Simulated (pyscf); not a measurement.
## Four-centre exchange: H₃Si–AsH₂ + AsH₃ → H₃Si–AsH–AsH₂ + hydrogen (H₂)

Gas phase, singlet surface, charge 0. Bonds broken: As1–H3, As8–H9. Bonds formed: As1–As8, H3–H9. PySCF, gas phase, ωB97X-D3(BJ)/def2-SVP geometries.

Transition state (Å):

```xyz
11

As    -0.8642    -1.0958    -0.0718
Si     0.5084     0.2521     1.2805
H     -0.6604     0.4088    -1.2267
H     -1.9614    -1.1040     0.9843
H      0.8511    -0.4578     2.5485
H     -0.1616     1.5430     1.6198
H      1.7600     0.5466     0.5240
As    -2.8572     0.6657    -1.2135
H     -1.1702     1.0089    -1.7878
H     -2.3583     1.5397    -0.0819
H     -4.2576     1.3609    -1.1530
```

One imaginary mode, 1387i cm⁻¹; descent along it reached the two sides named.

| bond | change | reactant side (Å) | saddle | product side |
|---|---|---|---|---|
| As1–H3 | breaks | 1.520 | 1.908 | 4.9 |
| As8–H9 | breaks | 1.519 | 1.815 | 3.3 |
| As1–As8 | forms | 4.1 | 2.9 | 2.420 |
| H3–H9 | forms | 2.8 | 0.967 | 0.761 |

Electronic energies relative to the separated reactants (kJ/mol):

```tsv
level	barrier	reaction energy	reverse barrier
ωB97X-D3(BJ)/def2-TZVP	255.7	-34.7	290.5
PBE/def2-TZVP	203.9	-15.9	219.8
r²SCAN/def2-TZVP	225.4	-17.2	242.5
B3LYP-D3(BJ)/def2-TZVP	227.2	-20.0	247.2
PBE0-D3(BJ)/def2-TZVP	225.4	-19.9	245.3
M06-2X/def2-TZVP	249.6	-25.7	275.3
ωB97M-D3(BJ)/def2-TZVP	260.5	-9.8	270.3
HF/def2-TZVP	367.6	+14.6	353.0
```

With ωB97M-D3(BJ)/def2-TZVP energies and thermal terms (ideal gas, 1 atm, RRHO with modes under 100 cm⁻¹ raised to 100, one conformer, R ln 2 for chiral ones without a mode under 150 cm⁻¹), in kJ/mol:

| T (K) | ΔH‡ | ΔG‡ | ΔH | ΔG |
|---|---|---|---|---|
| 298 | 254.6 | 299.8 | -13.2 | -4.3 |
| 600 | 256.9 | 344.8 | -7.6 | +2.5 |
| 900 | 260.5 | 388.0 | -3.9 | +6.6 |
| 1200 | 264.2 | 429.9 | -1.6 | +9.7 |

From the product side, H₃Si–AsH• + AsH₂• + H₂ lies, by one bond made or cut, 60.6 kJ/mol under this saddle at ωB97M-D3(BJ). This is the saddle that the search found; another between the same sides may lie lower. Elements up to Kr have no core potential and no relativistic terms here.
